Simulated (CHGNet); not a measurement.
Chalcopyrite CuGaSe₂

Calculation: the machine-learned potential CHGNet-r²SCAN (trained on r²SCAN data).

Cell (relaxed at this level):

```cif
data_Cu2Ga2Se4
_chemical_formula_sum 'Ga2 Cu2 Se4'
_space_group_name_H-M_alt 'P 1'
_space_group_IT_number 1
_cell_length_a 6.81709
_cell_length_b 6.81709
_cell_length_c 6.81709
_cell_angle_alpha 131.464
_cell_angle_beta 131.464
_cell_angle_gamma 71.077
loop_
_space_group_symop_operation_xyz
  'x, y, z'
loop_
_atom_site_label
_atom_site_type_symbol
_atom_site_fract_x
_atom_site_fract_y
_atom_site_fract_z
_atom_site_occupancy
Ga1 Ga 0.50000 0.50000 0.00000 1
Ga2 Ga 0.25000 0.75000 0.50000 1
Cu1 Cu 0.00000 0.00000 0.00000 1
Cu2 Cu 0.75000 0.25000 0.50000 1
Se1 Se 0.87500 0.88181 0.50681 1
Se2 Se 0.11819 0.62500 0.99319 1
Se3 Se 0.37500 0.36819 0.49319 1
Se4 Se 0.63181 0.12500 0.00681 1
```

```json
{
 "lattice_constant_a": "5.604 Å",
 "lattice_parameter_c": "11.095 Å"
}
```

Measured, for comparison: lattice constant a 5.619 Å (293 K, no zero-point or thermal correction, our sources range from 5.596 to 5.619; as tabulated in Souilah et al., J. Solid State Chem. 183, 2274 (2010), by the Crystallography …); lattice parameter c 11.026 Å (293 K, no zero-point or thermal correction; as tabulated in Souilah et al., J. Solid State Chem. 183, 2274 (2010), by the Crystallography …). Computed (rounded) less measured: lattice constant a -0.3 % (inside the range of the sources held), lattice parameter c +0.6 %.

A machine-learned potential is trained on density-functional data: it inherits that level's misses and adds fitting errors of its own.

Note: the model gives imaginary modes for this phase (in the spectrum interpolated from a supercell).
